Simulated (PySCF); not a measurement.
Molecule: SMILES [PH4+], [H$_{4}$P]+.

Geometry:
```
atom   x (Å)   y (Å)   z (Å)
  P1  -0.023   0.015  -0.020
  H2  -0.792  -0.858  -0.814
  H3   0.297  -0.617   1.198
  H4  -0.761   1.187   0.239
  H5   1.164   0.349  -0.702
```

Total charge +1.

Geometry PBE0-D3(BJ)/def2-SVP throughout; GIAO in PySCF, gas phase, one conformer, non-relativistic; equivalent atoms averaged; functional PBE0.

(1) How do the shifts δ (against H3PO4, TMS at the same level) depend on the basis set? (ppm; last column core-seconds on 1 thread of an Arm Neoverse V1, shared host)

(2) Which nucleus moves most, in ppm?

(3) Taking the largest basis, pcSseg-3 (208 functions), as the yardstick, rank the others by their worst heavy-atom deviation.

Answers

(1) 
| basis set | functions | P1 | H2/H3/H4/H5 | core-s |
| --- | --- | --- | --- | --- |
| pcSseg-0 | 21 | -296.7 | 5.58 | 0.75 |
| cc-pVDZ | 38 | -132.0 | 5.96 | 1.1 |
| aug-cc-pVDZ | 63 | -153.0 | 6.12 | 1.6 |
| IGLO-III | 84 | -134.7 | 6.16 | 1.9 |
| cc-pVTZ | 90 | -139.9 | 6.07 | 2.2 |
| pcSseg-3 | 208 | -137.2 | 6.09 | 7.2 |

(2) P1 (phosphorus bonded to 4 H): from -296.7 ppm with pcSseg-0 to -132.0 ppm with cc-pVDZ. The smallest spread is 0.58 ppm, at H2/H3/H4/H5.

(3) IGLO-III 2.6 ppm (84 functions), cc-pVTZ 2.7 ppm (90 functions), cc-pVDZ 5.3 ppm (38 functions), aug-cc-pVDZ 15.7 ppm (63 functions), pcSseg-0 159.4 ppm (21 functions).

A small basis that lands close on one nucleus may do so by chance; judge by the trend and by all nuclei.
